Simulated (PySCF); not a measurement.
methyleneamidogen anion: proton affinities at several levels

Structure: `C=[N-]` ([CH2N]-). Numbering: `[CH2:1]=[N-:2]`

All levels share the PBE0-D3(BJ)/ma-def2-SVP structures and the PBE0-D3(BJ)/ma-def2-SVP thermal terms; only the single-point energies (PySCF) change. Values are proton affinities (298 K, kJ/mol).

| level | N2 | abs. error | time |
| --- | --- | --- | --- |
| MP2/jun-cc-pV(T+d)Z | 1627 | 3.9 | 3.2 s |
| PBE0-D3(BJ)/ma-def2-TZVP | 1629 | 1.7 | – |
| CCSD(T)/jun-cc-pV(T+d)Z | 1635 | 4.6 | 41 s |
| HF/jun-cc-pV(T+d)Z | 1659 | 28.6 | 0.63 s |
| ATcT 1.112 | 1631 |  |  |

Times are wall times for all single points of a level on 1 thread of Intel Xeon Platinum 8375C @ 2.90GHz, a shared host; the dash marks the run that also made the structures.

Hartree-Fock leaves out electron correlation, so its proton affinities can be off by tens of kJ/mol.

The spread: 32 kJ/mol, from 1627 to 1659.
